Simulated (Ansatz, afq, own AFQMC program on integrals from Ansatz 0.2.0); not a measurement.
**Where AFQMC and coupled cluster stand for AlF₄⁻, singlet**

```json
{"atom": "F", "x (Å)": "-0.1029", "y (Å)": "-0.2980", "z (Å)": "1.6822"}
{"atom": "Al", "x (Å)": "0.0000", "y (Å)": "0.0000", "z (Å)": "0.0000"}
{"atom": "F", "x (Å)": "-1.3610", "y (Å)": "0.9078", "z (Å)": "-0.5028"}
{"atom": "F", "x (Å)": "0.0350", "y (Å)": "-1.4896", "z (Å)": "-0.8421"}
{"atom": "F", "x (Å)": "1.4288", "y (Å)": "0.8798", "z (Å)": "-0.3372"}
```

Connectivity, by distances: F–Al(–F)(–F)–F.

Basis def2-SVPD. Only valence electrons are correlated. AFQMC by an in-house program on the Cholesky factors that Ansatz 0.2.0 writes for its CCSD(T) run. ph-AFQMC/CISD is guided by a CISD state made of CCSD amplitudes; releasing the constraint for a short imaginary time cuts its bias at the price of noise, slowly where states lie close. Uncertainties: one standard error, sampling alone.

Determinant: RHF, the one that the program's search chose, which needn't be the lowest solution. The geometry is a PBE0/def2-SVP stationary point of this or a neighbouring charge and spin state.

No full CI on the walks' own integrals is used here. The released AFQMC energy serves as the reference, which it does only where one determinant dominates, the energy is flat over the last release times and near the phaseless one (40 meV or 2 meV an electron, half that with transition metals). On small molecules, where full CI could be run and the noise was under 10 meV, such values lay within 10 meV of it in 19 cases of 20, a flattering rate, since the rule was set on those same cases; what remains of the bias isn't in the error bar.

Cautions: the released value is read at 0.63 1/Eh with a noise of 15 meV, more than in the cases checked, later times being too noisy (meV from the phaseless value at times in 1/Eh: -13 ± 12 at 0.21, 3 ± 10 at 0.42, -13 ± 15 at 0.63, -32 ± 22 at 0.90).

```
T1 diagnostic                               : 0.0154
weight of the determinant in the CISD state : 0.822
size of the correlated space                : 32 electrons in 107 orbitals
```

```json
{"level": "MP2", "correlation energy (eV)": "-23.6574"}
{"level": "CCSD", "correlation energy (eV)": "-23.7548"}
{"level": "CCSD(T)", "correlation energy (eV)": "-24.2256"}
```

Q: Estimate where phaseless AFQMC with a CISD trial lies against CCSD(T) on the same integrals.

A: 6.7 ± 0.8 kJ/mol below CCSD(T).

Reference: AFQMC with the constraint released, correlation energy -24.309 ± 0.015 eV.

| level | E − E(reference) (kJ/mol) | share of correlation (%) |
| --- | --- | --- |
| CCSD(T) | 8.0 ± 1.5 | 99.66 |
| ph-AFQMC/CISD | 1.3 ± 1.7 | 99.95 |

A walk keeps the symmetry of its determinant, which the program's search chose and which needn't be the lowest solution, so a lower state of the same spin and another symmetry isn't excluded. Released energies are given only where the last usable release times agree within the noise; a slower fall can still hide under it.
